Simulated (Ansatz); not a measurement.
The input, for Ansatz 0.2.0:

```yaml
crystal:
  periodic: [false, false, false]
  atoms:
    - {symbol: B, position_ang: [-0.101790, 0.000008, 0.078900]}
    - {symbol: H, position_ang: [0.275921, 0.477631, -0.878812]}
    - {symbol: H, position_ang: [0.540010, -0.000042, 0.911359]}
    - {symbol: H, position_ang: [0.275848, -0.477672, -0.878813]}
basis:
  gaussian: {orbitals: def2-SVPD}
magnetization: {spin_polarized: false, initial_magnetization: 2}
correlation: {method: mp2, electrons: valence}
accuracy: high
```

```sh
$ ansatz run in.yaml --threads 1 --pin off --events-out ev --progress --plain --max-ram 2393MiB
```

Q: Roughly how long does this take on 1 thread of Arm Neoverse V2, shared host, and how much host memory?

A: 0.33 s wall and 0.15 GiB.

```
855 factors; integrals over basis functions are off by at most 3.0e-9 eV
mean field evaluation 1: about -712.3691 eV, gradient 1.1e1 eV
mean field evaluation 2: about -712.3709 eV, gradient 1.1e1 eV
mean field evaluation 4: about -713.2110 eV, gradient 6.0e-1 eV
mean field evaluation 8: about -713.2144 eV, gradient 2.1e-4 eV
mean field -713.21437149 eV, -26.2101447182 hartree, gradient 1.9e-8 eV, S^2 2.000000; 0 other end points of the search recorded, 0 dependent functions left out
mean field evaluation 16: about -713.1806 eV, gradient 2.9e0 eV
1 core orbitals not correlated: weight in the atoms' cores, before any rotation towards them, 1.000 or more for the frozen orbitals, at most 0.000 for the correlated occupied ones
reference -713.21437149 eV, -26.2101447182 hartree; 4, 2 occupied and 39, 41 virtual orbitals, 855 factors
second order -2.42503633 eV of doubles, -0.05055947 eV of singles
Total energy: -715.68996729 eV, -26.3011211858 hartree
```
